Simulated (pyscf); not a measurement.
H₂O (SMILES O) + HO–Zn–SH (SMILES [OH][Zn][SH]) → HO–Zn–OH (SMILES [OH][Zn][OH]) + H₂S (SMILES S), a four-centre exchange (singlet surface; H–O, S–Zn broken, O–Zn, H–S formed). PySCF, gas phase, ωB97X-D3(BJ)/def2-SVP geometries. Energies in eV from the separated reactants.

Small-basis levels: PySCF, no dispersion term, spherical d functions. AM1 to PM7: differences of heats of formation from MOPAC, which are fitted to 298 K values and so differ in kind from electronic energies by zero-point and thermal terms. GFN2-xTB: tblite. Cost: rough CPU time at the saddle relative to B3LYP/6-31G*+LANL2DZ, from one job on a shared machine.

| level | barrier | reaction energy | cost |
|---|---|---|---|
| SVWN5/6-31G*+LANL2DZ | ? | +0.43 | 0.9 |
| B3LYP/LANL2DZ | -0.17 | +0.36 | 0.7 |
| B3LYP/6-31G*+LANL2DZ | 0.08 | +0.39 | 1 |
| B3LYP/6-311+G**+LANL2DZ | 0.26 | +0.56 | 2 |
| B3LYP/def2-SVP | 0.18 | +0.52 | 1.0 |
| GFN2-xTB | ? | +0.51 | under 0.02 |
| AM1 | 1.57 | +1.91 | under 0.02 |
| ωB97M-D3(BJ)/def2-TZVP | ? | +0.61 | – |

Problem. Fill in the missing entries.

Solution. 
- SVWN5/6-31G*+LANL2DZ, barrier: -0.55
- GFN2-xTB, barrier: 0.05
- ωB97M-D3(BJ)/def2-TZVP, barrier: 0.49

Against the last row the barrier runs from -1.04 (SVWN5/6-31G*+LANL2DZ) to +1.07 eV (AM1). ωB97M-D3(BJ)/def2-TZVP has limits of its own. On the reactant side the descent ends in an adduct with a O–Zn contact (not fully relaxed), 0.67 eV under the separated species and 1.11 eV under the saddle at ωB97X-D3(BJ)/def2-TZVP. On the product side the descent ends in an adduct with a S–Zn contact, 0.45 eV under the separated species and 0.22 eV under the saddle at ωB97X-D3(BJ)/def2-TZVP. At ωB97M-D3(BJ) the saddle lies under the separated products, which points to a path from their complex (located at ωB97X-D3(BJ) alone), and parting the products costs more than the saddle. What is counted as formed (O–Zn) is already present as a longer contact in the reactant adduct; forming that adduct is a step of its own. What is counted as broken (S–Zn) persists as a longer contact in the product adduct; parting that adduct is a step of its own. One saddle was located; it need not be the lowest between these sides. In the def2 sets elements up to Kr have no core potential.
